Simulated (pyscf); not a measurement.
Optimised with ωB97X-D3(BJ)/def2-SVP in PySCF.

Q: For F–Mo(F)(F)(F)=S + NH₃ -> H₂N–Mo(F)(F)(F)(F)–SH, an addition across a multiple bond or ene-type step (singlet surface; H–N broken, H–S, Mo–N formed), PBE/def2-TZVP gives ΔE‡ = 33.6 kcal/mol and ΔE = +13.3 kcal/mol (zero: the separated reactants). In which direction and how far do PBE0-D3(BJ)/def2-TZVP, M06-2X/def2-TZVP, ωB97M-D3(BJ)/def2-TZVP move these?

A: PBE0-D3(BJ): ΔE‡ = 36.1 kcal/mol, ΔE = +14.1 kcal/mol; M06-2X: ΔE‡ = 43.2 kcal/mol, ΔE = +19.4 kcal/mol; ωB97M-D3(BJ): ΔE‡ = 41.5 kcal/mol, ΔE = +17.6 kcal/mol. PBE's barrier lies under all of them, by 2.5 to 9.6 kcal/mol. Its reaction energy lies under all of them, by 0.8 to 6.1 kcal/mol. On the reactant side the descent ends in an adduct with a Mo–N contact (not fully relaxed), 13.9 kcal/mol under the separated species and 52.9 kcal/mol under the saddle at ωB97X-D3(BJ)/def2-TZVP. What is counted as formed (Mo–N) is already present as a longer contact in the reactant adduct; forming that adduct is a step of its own. At ωB97X-D3(BJ)/def2-TZVP the barrier from the zero used here is 39.0 kcal/mol. This is the saddle that the search found; another between the same sides may lie lower. Elements past Kr carry the def2 core potentials, without spin-orbit coupling.
